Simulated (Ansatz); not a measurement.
A calculation on bcc V returned lattice constant a 2.997 Å, bulk modulus 182 GPa.

For reference: lattice constant a 3.021 Å (measured, static lattice: zero-point anharmonic expansion removed; as tabulated in Mejia-Rodriguez and Trickey (2018), arXiv:1807.09216); bulk modulus 161 GPa (measured, corrected for temperature and zero-point phonon effects, sources range from 159 to 166; as tabulated in Levämäki et al. (2014), arXiv:1402.3671).

**Question.** Which level of theory produced these numbers?
A. BLYP (Ansatz, a first-principles code)
B. PBE (Ansatz)
C. r²SCAN (Ansatz)
D. PBE0 (Ansatz)

**Answer.** B, PBE (Ansatz)

The others give: r²SCAN 2.982 Å, 194 GPa; BLYP 3.025 Å, 169 GPa; PBE0 2.962 Å, 211 GPa.

Unless a cell is named, each level is at its own relaxed cell (BLYP 13.84, PBE 13.46, PBE0 12.99, r²SCAN 13.27 Å³/atom).

The crystal itself was run without spin with r²SCAN, BLYP, PBE0, PBE.

Ansatz's density-functional and Hartree–Fock values are scalar-relativistic unless marked +SOC, with PAW data made under PBE.
